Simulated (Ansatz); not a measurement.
We consider 1T (CdI2-type) PdTe2, described by PBEsol+SOC (plane waves, PAW; Ansatz, a program for electronic structure).

Numerical settings: plane-wave cutoff 520 eV, 18×18×12 k mesh (along the axes of the cell as run), Fermi–Dirac smearing 0.05 eV, PAW data made under PBE.

Properties against volume:

Shape and atoms are relaxed at each volume.

```json
[
 {"V (Å³/atom)": "23.024", "P (GPa)": "3.08", "c (Å)": "4.983", "a (Å)": "4.001"},
 {"V (Å³/atom)": "23.504", "P (GPa)": "1.41", "c (Å)": "5.038", "a (Å)": "4.020"},
 {"V (Å³/atom)": "23.984", "P (GPa)": "0.00", "c (Å)": "5.096", "a (Å)": "4.038"},
 {"V (Å³/atom)": "24.463", "P (GPa)": "-1.19", "c (Å)": "5.155", "a (Å)": "4.055"},
 {"V (Å³/atom)": "24.943", "P (GPa)": "-2.16", "c (Å)": "5.219", "a (Å)": "4.069"}
]
```

Note: the cell comes from a level without a dispersion term, which matters for the spacing of layers, chains or molecules; the bulk modulus comes from volumes at which shape and atoms were relaxed.
